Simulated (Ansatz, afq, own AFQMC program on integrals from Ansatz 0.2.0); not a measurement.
**CH$_{3}$Si, doublet: AFQMC among the cluster methods**

| atom | x (Å) | y (Å) | z (Å) |
| --- | --- | --- | --- |
| Si | -0.0027 | 0.0000 | 0.4927 |
| C | 0.0237 | 0.0000 | -1.3968 |
| H | 0.6305 | -1.2164 | 1.0698 |
| H | 0.6307 | 1.2163 | 1.0698 |
| H | -1.4681 | 0.0001 | 0.7752 |

Connectivity, by distances: SiH3–C.

Basis cc-pVDZ. Noble-gas cores (and the filled d shells of Ga–Kr and In–Xe) are frozen. AFQMC by an in-house program on the Cholesky factors that Ansatz 0.2.0 writes for its CCSD(T) run. The CISD trial takes its coefficients from CCSD amplitudes. Released means that phaseless walkers are propagated on without the constraint, phases kept. Uncertainties: one standard error, sampling alone.

Determinant: ROHF, the one that the program's search chose, which needn't be the lowest solution. The geometry is a PBE0/def2-TZVP stationary point of this or a neighbouring charge and spin state.

No full CI on the walks' own integrals is used here; CCSDT(Q) serves as the reference and is uncertain by about the last step of the cluster series.

Cautions: another spin lies lower (by 308 meV); a spin-contaminated unrestricted determinant lies lower (UHF 424 meV lower, ⟨S²⟩ 1.40).

```
T1 diagnostic                               : 0.0208
weight of the determinant in the CISD state : 0.869
size of the correlated space                : 11 electrons in 41 orbitals
```

Reference: CCSDT(Q), correlation energy -6.392 eV. The released energy is read at 2.40 1/Eh (meV from the phaseless value at times in 1/Eh: -6 ± 3 at 0.24, -9.2 ± 2.1 at 0.51, -12 ± 3 at 0.99, -15 ± 3 at 1.62, -14 ± 5 at 2.40).

```
         level  E − E(reference) (kcal/mol)  share of correlation (%)
            HF                       147.40                      0.00
           MP2                        34.72                     76.44
          CCSD                         4.61                     96.87
       CCSD(T)                         1.03                     99.30
         CCSDT                         0.17                     99.89
   ph-AFQMC/HF                  1.00 ± 0.54                     99.32
 ph-AFQMC/CISD                  0.23 ± 0.09                     99.85
released AFQMC                 -0.09 ± 0.13                    100.06
```

A walk keeps the symmetry of its determinant, which the program's search chose and which needn't be the lowest solution, so a lower state of the same spin and another symmetry isn't excluded. Released energies are given only where the last usable release times agree within the noise; a slower fall can still hide under it.
